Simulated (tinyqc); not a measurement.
Inside a calculation (part 1 of 2). Method: UKS/exchange-only LDA in the sto-3g basis, for H2O+, spin multiplicity 2. Computed by tinyqc, a small Python program that keeps every step (integrals from PySCF). Settings: charge = 1, multiplicity = 2, basis = sto-3g, energy threshold = 1e-09, iteration cap = 76, orthogonalisation = symmetric, start = Wolfsberg-Helmholz matrix, DIIS depth = 0, method = UKS, functional = Slater exchange alone, grid = [15, 26]. Command: `OMP_NUM_THREADS=1 python tinyqc.py 23178 23179 out.jsonl` (the two numbers bound the seeds that draw the settings). One thread of a shared host (Intel(R) Xeon(R) Processor @ 2.60GHz), about 2 s of CPU time with the checks. Later iterations appear only in the table of the cycle.

## One-electron integrals

Geometry (angstrom):

| atom | x | y | z |
|---|---|---|---|
| O | 0.0000 | 0.0000 | 0.0000 |
| H | 0.0000 | 0.7970 | 0.6660 |
| H | 0.0000 | -0.7970 | 0.6660 |

Basis sto-3g: exponents (1/bohr^2) and contraction coefficients of normalised primitives:

| element | l (shell) | exponent | coefficient |
|---|---|---|---|
| O | s (1) | 130.7093 | 0.1543 |
| O | s (1) | 23.8089 | 0.5353 |
| O | s (1) | 6.4436 | 0.4446 |
| O | s (2) | 5.0332 | -0.1000 |
| O | s (2) | 1.1696 | 0.3995 |
| O | s (2) | 0.3804 | 0.7001 |
| O | p (3) | 5.0332 | 0.1559 |
| O | p (3) | 1.1696 | 0.6077 |
| O | p (3) | 0.3804 | 0.3920 |
| H | s (1) | 3.4253 | 0.1543 |
| H | s (1) | 0.6239 | 0.5353 |
| H | s (1) | 0.1689 | 0.4446 |

Overlap, kinetic and nuclear-attraction integrals over the contracted functions; the nuclear repulsion is the sum of Za Zb / Rab.

nuclear repulsion = 8.483859 hartree

overlap S, lower triangle:
```
         1O 1s   1O 2s  1O 2px   1O 2py  1O 2pz   2H 1s   3H 1s
1O 1s   1.0000
1O 2s   0.2367  1.0000
1O 2px  0.0000  0.0000  1.0000
1O 2py  0.0000  0.0000  0.0000   1.0000
1O 2pz  0.0000  0.0000  0.0000   0.0000  1.0000
2H 1s   0.0445  0.4230  0.0000   0.2793  0.2334  1.0000
3H 1s   0.0445  0.4230  0.0000  -0.2793  0.2334  0.2241  1.0000
```

kinetic energy T (hartree), lower triangle:
```
          1O 1s   1O 2s  1O 2px   1O 2py  1O 2pz   2H 1s   3H 1s
1O 1s   29.0032
1O 2s   -0.1680  0.8081
1O 2px   0.0000  0.0000  2.5287
1O 2py   0.0000  0.0000  0.0000   2.5287
1O 2pz   0.0000  0.0000  0.0000   0.0000  2.5287
2H 1s   -0.0068  0.0930  0.0000   0.1731  0.1446  0.7600
3H 1s   -0.0068  0.0930  0.0000  -0.1731  0.1446  0.0028  0.7600
```

nuclear attraction V (hartree), lower triangle:
```
           1O 1s     1O 2s   1O 2px    1O 2py    1O 2pz    2H 1s    3H 1s
1O 1s   -61.6374
1O 2s    -7.4243  -10.0629
1O 2px    0.0000    0.0000  -9.9206
1O 2py    0.0000    0.0000   0.0000  -10.0425
1O 2pz   -0.0169   -0.2039   0.0000    0.0000  -10.0057
2H 1s    -1.4309   -3.3411   0.0000   -1.9491   -1.6912  -5.5260
3H 1s    -1.4309   -3.3411   0.0000    1.9491   -1.6912  -1.3570  -5.5260
```

core Hamiltonian H = T + V (hartree), lower triangle:
```
           1O 1s    1O 2s   1O 2px   1O 2py   1O 2pz    2H 1s    3H 1s
1O 1s   -32.6342
1O 2s    -7.5923  -9.2548
1O 2px    0.0000   0.0000  -7.3919
1O 2py    0.0000   0.0000   0.0000  -7.5138
1O 2pz   -0.0169  -0.2039   0.0000   0.0000  -7.4770
2H 1s    -1.4377  -3.2481   0.0000  -1.7761  -1.5466  -4.7660
3H 1s    -1.4377  -3.2481   0.0000   1.7761  -1.5466  -1.3542  -4.7660
```

## Two-electron integrals

Functions are numbered as in S; the eight-fold symmetry (ij|kl) = (ji|kl) = (kl|ij) leaves the list below.

Two-electron integrals (ij|kl) in chemists' order, unique and non-zero (hartree):
```
(11|11) 4.7851      (21|11) 0.7414      (21|21) 0.1369      (22|11) 1.1189
(22|21) 0.2566      (22|22) 0.8172      (31|31) 0.0245      (32|31) 0.0378
(32|32) 0.1805      (33|11) 1.1158      (33|21) 0.2567      (33|22) 0.8170
(33|33) 0.8802      (41|41) 0.0245      (42|41) 0.0378      (42|42) 0.1805
(43|43) 0.0474      (44|11) 1.1158      (44|21) 0.2567      (44|22) 0.8170
(44|33) 0.7853      (44|44) 0.8802      (51|51) 0.0245      (52|51) 0.0378
(52|52) 0.1805      (53|53) 0.0474      (54|54) 0.0474      (55|11) 1.1158
(55|21) 0.2567      (55|22) 0.8170      (55|33) 0.7853      (55|44) 0.7853
(55|55) 0.8802      (61|11) 0.1412      (61|21) 0.0259      (61|22) 0.0482
(61|33) 0.0481      (61|41) 0.0009      (61|42) 0.0017      (61|44) 0.0483
(61|51) 0.0008      (61|52) 0.0014      (61|54) 1.42e-04    (61|55) 0.0482
(61|61) 0.0049      (62|11) 0.3499      (62|21) 0.0813      (62|22) 0.2874
(62|33) 0.2825      (62|41) 0.0047      (62|42) 0.0361      (62|44) 0.2910
(62|51) 0.0039      (62|52) 0.0302      (62|54) 0.0071      (62|55) 0.2884
(62|61) 0.0157      (62|62) 0.1261      (63|31) 0.0084      (63|32) 0.0493
(63|43) 0.0075      (63|53) 0.0062      (63|63) 0.0178      (64|11) 0.1955
(64|21) 0.0460      (64|22) 0.1736      (64|33) 0.1658      (64|41) 0.0107
(64|42) 0.0699      (64|44) 0.1857      (64|51) 0.0019      (64|52) 0.0172
(64|54) 0.0104      (64|55) 0.1692      (64|61) 0.0092      (64|62) 0.0925
(64|64) 0.0849      (65|11) 0.1634      (65|21) 0.0384      (65|22) 0.1451
(65|33) 0.1385      (65|41) 0.0019      (65|42) 0.0172      (65|44) 0.1427
(65|51) 0.0100      (65|52) 0.0637      (65|54) 0.0109      (65|55) 0.1539
(65|61) 0.0077      (65|62) 0.0773      (65|64) 0.0561      (65|65) 0.0646
(66|11) 0.4955      (66|21) 0.1170      (66|22) 0.4749      (66|33) 0.4558
(66|41) 0.0086      (66|42) 0.0918      (66|44) 0.4891      (66|51) 0.0072
(66|52) 0.0767      (66|54) 0.0279      (66|55) 0.4791      (66|61) 0.0227
(66|62) 0.2644      (66|64) 0.2214      (66|65) 0.1850      (66|66) 0.7746
(71|11) 0.1412      (71|21) 0.0259      (71|22) 0.0482      (71|33) 0.0481
(71|41) -0.0009     (71|42) -0.0017     (71|44) 0.0483      (71|51) 0.0008
(71|52) 0.0014      (71|54) -1.42e-04   (71|55) 0.0482      (71|61) 0.0049
(71|62) 0.0152      (71|64) 0.0082      (71|65) 0.0075      (71|66) 0.0218
(71|71) 0.0049      (72|11) 0.3499      (72|21) 0.0813      (72|22) 0.2874
(72|33) 0.2825      (72|41) -0.0047     (72|42) -0.0361     (72|44) 0.2910
(72|51) 0.0039      (72|52) 0.0302      (72|54) -0.0071     (72|55) 0.2884
(72|61) 0.0152      (72|62) 0.1025      (72|64) 0.0519      (72|65) 0.0612
(72|66) 0.1766      (72|71) 0.0157      (72|72) 0.1261      (73|31) 0.0084
(73|32) 0.0493      (73|43) -0.0075     (73|53) 0.0062      (73|63) 0.0140
(73|73) 0.0178      (74|11) -0.1955     (74|21) -0.0460     (74|22) -0.1736
(74|33) -0.1658     (74|41) 0.0107      (74|42) 0.0699      (74|44) -0.1857
(74|51) -0.0019     (74|52) -0.0172     (74|54) 0.0104      (74|55) -0.1692
(74|61) -0.0082     (74|62) -0.0519     (74|64) -0.0127     (74|65) -0.0303
(74|66) -0.0796     (74|71) -0.0092     (74|72) -0.0925     (74|74) 0.0849
(75|11) 0.1634      (75|21) 0.0384      (75|22) 0.1451      (75|33) 0.1385
(75|41) -0.0019     (75|42) -0.0172     (75|44) 0.1427      (75|51) 0.0100
(75|52) 0.0637      (75|54) -0.0109     (75|55) 0.1539      (75|61) 0.0075
(75|62) 0.0612      (75|64) 0.0303      (75|65) 0.0500      (75|66) 0.1154
(75|71) 0.0077      (75|72) 0.0773      (75|74) -0.0561     (75|75) 0.0646
(76|11) 0.1340      (76|21) 0.0314      (76|22) 0.1211      (76|33) 0.1181
(76|44) 0.1204      (76|51) 0.0023      (76|52) 0.0217      (76|55) 0.1246
(76|61) 0.0060      (76|62) 0.0532      (76|64) 0.0338      (76|65) 0.0367
(76|66) 0.1170      (76|71) 0.0060      (76|72) 0.0532      (76|74) -0.0338
(76|75) 0.0367      (76|76) 0.0279      (77|11) 0.4955      (77|21) 0.1170
(77|22) 0.4749      (77|33) 0.4558      (77|41) -0.0086     (77|42) -0.0918
(77|44) 0.4891      (77|51) 0.0072      (77|52) 0.0767      (77|54) -0.0279
(77|55) 0.4791      (77|61) 0.0218      (77|62) 0.1766      (77|64) 0.0796
(77|65) 0.1154      (77|66) 0.3272      (77|71) 0.0227      (77|72) 0.2644
(77|74) -0.2214     (77|75) 0.1850      (77|76) 0.1170      (77|77) 0.7746
```

## Orthogonalisation

S = U s U^T; symmetric (Loewdin) form X = U s^(-1/2) U^T, so that X^T S X = 1.

eigenvalues of S: 0.3952  0.4775  0.8825  1.0000  1.1016  1.2985  1.8448

X, lower triangle:
```
          1O 1s    1O 2s  1O 2px   1O 2py   1O 2pz    2H 1s   3H 1s
1O 1s    1.0239
1O 2s   -0.1394   1.1898
1O 2px   0.0000   0.0000  1.0000
1O 2py   0.0000   0.0000  0.0000   1.0847
1O 2pz  -0.0090   0.0906  0.0000   0.0000   1.0489
2H 1s    0.0202  -0.2496  0.0000  -0.1938  -0.1352   1.1609
3H 1s    0.0202  -0.2496  0.0000   0.1938  -0.1352  -0.0792  1.1609
```

## Starting guess

The start is the generalised Wolfsberg-Helmholz matrix (K = 1.75) built on H; D(s) = C_occ C_occ^T for each spin.

D(alpha) at the start, lower triangle:
```
          1O 1s    1O 2s  1O 2px   1O 2py  1O 2pz   2H 1s   3H 1s
1O 1s    1.0325
1O 2s   -0.1329   0.6060
1O 2px   0.0000   0.0000  1.0000
1O 2py   0.0000   0.0000  0.0000   0.7313
1O 2pz   0.0551  -0.2016  0.0000   0.0000  0.9123
2H 1s   -0.0684   0.1758  0.0000   0.1794  0.0619  0.1131
3H 1s   -0.0684   0.1758  0.0000  -0.1794  0.0619  0.0251  0.1131
```

D(beta) at the start, lower triangle:
```
          1O 1s    1O 2s  1O 2px   1O 2py  1O 2pz   2H 1s   3H 1s
1O 1s    1.0325
1O 2s   -0.1329   0.6060
1O 2px   0.0000   0.0000  0.0000
1O 2py   0.0000   0.0000  0.0000   0.7313
1O 2pz   0.0551  -0.2016  0.0000   0.0000  0.9123
2H 1s   -0.0684   0.1758  0.0000   0.1794  0.0619  0.1131
3H 1s   -0.0684   0.1758  0.0000  -0.1794  0.0619  0.0251  0.1131
```

## Iteration 1: exchange-correlation on the grid

Becke grid with 15 radial and 26 angular points per atom, points of zero weight dropped. rho = sum D_ij phi_i phi_j; V_xc,ij = sum w v_xc phi_i phi_j; v_xc is d(rho eps)/d rho(s) for spin s.

The 8 grid points with the largest w rho, of 1160 (bohr, atomic units):

| x | y | z | w | rho(alpha) | rho(beta) | eps_xc | v_xc(alpha) |
|---|---|---|---|---|---|---|---|
| 0.0000 | 0.0000 | -0.9000 | 0.1750 | 0.3473 | 0.3473 | -0.6541 | -0.8721 |
| 0.0000 | 0.0000 | -1.3152 | 0.4894 | 0.1187 | 0.1187 | -0.4573 | -0.6097 |
| 0.0000 | 0.9000 | 0.0000 | 0.1668 | 0.2788 | 0.2788 | -0.6079 | -0.8106 |
| 0.0000 | -0.9000 | 0.0000 | 0.1668 | 0.2788 | 0.2788 | -0.6079 | -0.8106 |
| 0.0000 | 0.0000 | 0.9000 | 0.1709 | 0.2667 | 0.2667 | -0.5990 | -0.7986 |
| 0.0000 | -0.6364 | -0.6364 | 0.1399 | 0.3139 | 0.3139 | -0.6324 | -0.8432 |
| 0.0000 | 0.6364 | -0.6364 | 0.1399 | 0.3139 | 0.3139 | -0.6324 | -0.8432 |
| 0.0000 | -0.9300 | -0.9300 | 0.3903 | 0.1085 | 0.1085 | -0.4439 | -0.5918 |

electrons on the grid, sum of w rho = 9.0227

E_xc = sum of w rho eps_xc = -7.721928 hartree

V_xc(alpha) (hartree), lower triangle:
```
          1O 1s    1O 2s   1O 2px   1O 2py   1O 2pz    2H 1s    3H 1s
1O 1s   -2.8250
1O 2s   -0.4006  -0.7467
1O 2px   0.0000   0.0000  -0.7423
1O 2py   0.0000   0.0000   0.0000  -0.7374
1O 2pz   0.0022   0.0045   0.0000   0.0000  -0.7464
2H 1s   -0.0766  -0.2447   0.0000  -0.1431  -0.1208  -0.3659
3H 1s   -0.0766  -0.2447   0.0000   0.1431  -0.1208  -0.0927  -0.3659
```

V_xc(beta) (hartree), lower triangle:
```
          1O 1s    1O 2s   1O 2px   1O 2py   1O 2pz    2H 1s    3H 1s
1O 1s   -2.8051
1O 2s   -0.3853  -0.6668
1O 2px   0.0000   0.0000  -0.5901
1O 2py   0.0000   0.0000   0.0000  -0.6931
1O 2pz   0.0026   0.0064   0.0000   0.0000  -0.7030
2H 1s   -0.0740  -0.2248   0.0000  -0.1370  -0.1154  -0.3566
3H 1s   -0.0740  -0.2248   0.0000   0.1370  -0.1154  -0.0872  -0.3566
```

## Iteration 1: building the Kohn-Sham matrix

J_ij = sum D_kl (ij|kl) with D = D(alpha) + D(beta); F = H + J + V_xc; E = tr D H + tr D J / 2 + E_xc + E_nn.

Coulomb J (hartree), lower triangle:
```
          1O 1s    1O 2s  1O 2px   1O 2py  1O 2pz   2H 1s   3H 1s
1O 1s   16.6406
1O 2s    3.1109   7.5931
1O 2px   0.0000   0.0000  7.5148
1O 2py   0.0000   0.0000  0.0000   7.6166
1O 2pz  -0.0088  -0.0024  0.0000   0.0000  7.6252
2H 1s    0.5878   2.6339  0.0000   1.5820  1.3268  4.3709
3H 1s    0.5878   2.6339  0.0000  -1.5820  1.3268  1.1052  4.3709
```

F(alpha) (hartree), lower triangle:
```
           1O 1s    1O 2s   1O 2px   1O 2py   1O 2pz    2H 1s    3H 1s
1O 1s   -18.8187
1O 2s    -4.8819  -2.4084
1O 2px    0.0000   0.0000  -0.6194
1O 2py    0.0000   0.0000   0.0000  -0.6346
1O 2pz   -0.0234  -0.2019   0.0000   0.0000  -0.5982
2H 1s    -0.9266  -0.8589   0.0000  -0.3371  -0.3406  -0.7610
3H 1s    -0.9266  -0.8589   0.0000   0.3371  -0.3406  -0.3416  -0.7610
```

F(beta) (hartree), lower triangle:
```
           1O 1s    1O 2s   1O 2px   1O 2py   1O 2pz    2H 1s    3H 1s
1O 1s   -18.7988
1O 2s    -4.8667  -2.3285
1O 2px    0.0000   0.0000  -0.4671
1O 2py    0.0000   0.0000   0.0000  -0.5903
1O 2pz   -0.0231  -0.2000   0.0000   0.0000  -0.5548
2H 1s    -0.9239  -0.8389   0.0000  -0.3311  -0.3353  -0.7517
3H 1s    -0.9239  -0.8389   0.0000   0.3311  -0.3353  -0.3361  -0.7517
```

total energy of this density = -73.619233 hartree

## Iteration 1: diagonalisation and new density

Diagonalise F' = X^T F X, C = X C', fill 5 alpha and 4 beta electrons from the bottom; D(s) = C_occ C_occ^T. Each column has its largest component positive (the first on a tie).

F' = X^T F X (alpha) (hartree), lower triangle:
```
          1        2        3        4        5        6        7
1  -18.4491
2   -2.5687  -1.4192
3    0.0000   0.0000  -0.6194
4    0.0000   0.0000   0.0000  -0.4947
5   -0.0339  -0.0882   0.0000   0.0000  -0.5189
6   -0.1214  -0.2973   0.0000  -0.2447  -0.1882  -0.4394
7   -0.1214  -0.2973   0.0000   0.2447  -0.1882  -0.0708  -0.4394
```

orbital energies (alpha) (hartree): MO1 -18.8311, MO2 -1.2989, MO3 -0.7833, MO4 -0.6194, MO5 -0.5920, MO6 -0.1753, MO7 -0.0799

coefficients C (alpha):
```
            MO1      MO2      MO3     MO4      MO5      MO6      MO7
1O 1s    0.9927  -0.2337   0.0000  0.0000   0.1309   0.1065   0.0000
1O 2s    0.0319   0.8418   0.0000  0.0000  -0.6161  -0.6918   0.0000
1O 2px   0.0000   0.0000   0.0000  1.0000   0.0000   0.0000   0.0000
1O 2py   0.0000   0.0000   0.6573  0.0000   0.0000   0.0000   0.9053
1O 2pz   0.0048   0.2494   0.0000  0.0000   0.7314  -0.7402   0.0000
2H 1s   -0.0072   0.1372   0.4130  0.0000   0.2883   0.7510  -0.7975
3H 1s   -0.0072   0.1372  -0.4130  0.0000   0.2883   0.7510   0.7975
```

F' = X^T F X (beta) (hartree), lower triangle:
```
          1        2        3        4        5        6        7
1  -18.4310
2   -2.5651  -1.3320
3    0.0000   0.0000  -0.4671
4    0.0000   0.0000   0.0000  -0.4474
5   -0.0337  -0.0825   0.0000   0.0000  -0.4737
6   -0.1221  -0.2964   0.0000  -0.2463  -0.1892  -0.4355
7   -0.1221  -0.2964   0.0000   0.2463  -0.1892  -0.0703  -0.4355
```

orbital energies (beta) (hartree): MO1 -18.8106, MO2 -1.2349, MO3 -0.7570, MO4 -0.5485, MO5 -0.4671, MO6 -0.1484, MO7 -0.0556

coefficients C (beta):
```
            MO1      MO2      MO3      MO4     MO5      MO6      MO7
1O 1s    0.9929  -0.2263   0.0000   0.1393  0.0000  -0.1099   0.0000
1O 2s    0.0310   0.8048   0.0000  -0.6525  0.0000   0.7025   0.0000
1O 2px   0.0000   0.0000   0.0000   0.0000  1.0000   0.0000   0.0000
1O 2py   0.0000   0.0000   0.6286   0.0000  0.0000   0.0000   0.9254
1O 2pz   0.0047   0.2518   0.0000   0.7114  0.0000   0.7587   0.0000
2H 1s   -0.0070   0.1652   0.4378   0.2962  0.0000  -0.7422  -0.7841
3H 1s   -0.0070   0.1652  -0.4378   0.2962  0.0000  -0.7422   0.7841
```

D(alpha) after iteration 1, lower triangle:
```
          1O 1s    1O 2s  1O 2px   1O 2py  1O 2pz    2H 1s   3H 1s
1O 1s    1.0573
1O 2s   -0.2457   1.0892
1O 2px   0.0000   0.0000  1.0000
1O 2py   0.0000   0.0000  0.0000   0.4321
1O 2pz   0.0422  -0.2405  0.0000   0.0000  0.5972
2H 1s   -0.0015  -0.0624  0.0000   0.2715  0.2450   0.2725
3H 1s   -0.0015  -0.0624  0.0000  -0.2715  0.2450  -0.0686  0.2725
```

D(beta) after iteration 1, lower triangle:
```
          1O 1s    1O 2s  1O 2px   1O 2py  1O 2pz    2H 1s   3H 1s
1O 1s    1.0565
1O 2s   -0.2422   1.0743
1O 2px   0.0000   0.0000  0.0000
1O 2py   0.0000   0.0000  0.0000   0.3952
1O 2pz   0.0467  -0.2614  0.0000   0.0000  0.5695
2H 1s   -0.0031  -0.0605  0.0000   0.2752  0.2523   0.3067
3H 1s   -0.0031  -0.0605  0.0000  -0.2752  0.2523  -0.0766  0.3067
```

## Iteration 2: exchange-correlation on the grid

As before.

The 8 grid points with the largest w rho, of 1160 (bohr, atomic units):

| x | y | z | w | rho(alpha) | rho(beta) | eps_xc | v_xc(alpha) |
|---|---|---|---|---|---|---|---|
| 0.0000 | 0.0000 | -0.9000 | 0.1750 | 0.3025 | 0.3001 | -0.6238 | -0.8329 |
| 0.0000 | 0.0000 | -1.3152 | 0.4894 | 0.1009 | 0.1000 | -0.4326 | -0.5776 |
| 0.0000 | 0.9000 | 0.0000 | 0.1668 | 0.2349 | 0.2254 | -0.5703 | -0.7655 |
| 0.0000 | -0.9000 | 0.0000 | 0.1668 | 0.2349 | 0.2254 | -0.5703 | -0.7655 |
| -0.9000 | 0.0000 | 0.0000 | 0.1749 | 0.3464 | 0.0917 | -0.6046 | -0.8714 |
| 0.9000 | 0.0000 | 0.0000 | 0.1749 | 0.3464 | 0.0917 | -0.6046 | -0.8714 |
| 0.0000 | 0.0000 | 0.9000 | 0.1709 | 0.2293 | 0.2173 | -0.5646 | -0.7594 |
| -0.6364 | 0.0000 | -0.6364 | 0.1400 | 0.3349 | 0.2074 | -0.6097 | -0.8616 |

electrons on the grid, sum of w rho = 9.0213

E_xc = sum of w rho eps_xc = -7.552305 hartree

V_xc(alpha) (hartree), lower triangle:
```
          1O 1s    1O 2s   1O 2px   1O 2py   1O 2pz    2H 1s    3H 1s
1O 1s   -2.8260
1O 2s   -0.3957  -0.7312
1O 2px   0.0000   0.0000  -0.7389
1O 2py   0.0000   0.0000   0.0000  -0.7152
1O 2pz   0.0024  -0.0005   0.0000   0.0000  -0.7248
2H 1s   -0.0757  -0.2455   0.0000  -0.1459  -0.1254  -0.4035
3H 1s   -0.0757  -0.2455   0.0000   0.1459  -0.1254  -0.0963  -0.4035
```

V_xc(beta) (hartree), lower triangle:
```
          1O 1s    1O 2s   1O 2px   1O 2py   1O 2pz    2H 1s    3H 1s
1O 1s   -2.8040
1O 2s   -0.3790  -0.6469
1O 2px   0.0000   0.0000  -0.5876
1O 2py   0.0000   0.0000   0.0000  -0.6634
1O 2pz   0.0032   0.0030   0.0000   0.0000  -0.6746
2H 1s   -0.0728  -0.2251   0.0000  -0.1400  -0.1200  -0.4009
3H 1s   -0.0728  -0.2251   0.0000   0.1400  -0.1200  -0.0913  -0.4009
```

## Iteration 2: building the Kohn-Sham matrix

As before.

Coulomb J (hartree), lower triangle:
```
          1O 1s   1O 2s  1O 2px   1O 2py  1O 2pz   2H 1s   3H 1s
1O 1s   16.2661
1O 2s    3.0203  7.3702
1O 2px   0.0000  0.0000  7.3139
1O 2py   0.0000  0.0000  0.0000   7.3830
1O 2pz  -0.0037  0.0577  0.0000   0.0000  7.3900
2H 1s    0.5710  2.5915  0.0000   1.5655  1.3333  4.4278
3H 1s    0.5710  2.5915  0.0000  -1.5655  1.3333  1.1043  4.4278
```

F(alpha) (hartree), lower triangle:
```
           1O 1s    1O 2s   1O 2px   1O 2py   1O 2pz    2H 1s    3H 1s
1O 1s   -19.1942
1O 2s    -4.9676  -2.6158
1O 2px    0.0000   0.0000  -0.8169
1O 2py    0.0000   0.0000   0.0000  -0.8460
1O 2pz   -0.0181  -0.1468   0.0000   0.0000  -0.8118
2H 1s    -0.9425  -0.9021   0.0000  -0.3565  -0.3387  -0.7417
3H 1s    -0.9425  -0.9021   0.0000   0.3565  -0.3387  -0.3462  -0.7417
```

F(beta) (hartree), lower triangle:
```
           1O 1s    1O 2s   1O 2px   1O 2py   1O 2pz    2H 1s    3H 1s
1O 1s   -19.1721
1O 2s    -4.9510  -2.5315
1O 2px    0.0000   0.0000  -0.6655
1O 2py    0.0000   0.0000   0.0000  -0.7942
1O 2pz   -0.0173  -0.1433   0.0000   0.0000  -0.7616
2H 1s    -0.9395  -0.8817   0.0000  -0.3506  -0.3333  -0.7392
3H 1s    -0.9395  -0.8817   0.0000   0.3506  -0.3333  -0.3412  -0.7392
```

total energy of this density = -73.778224 hartree
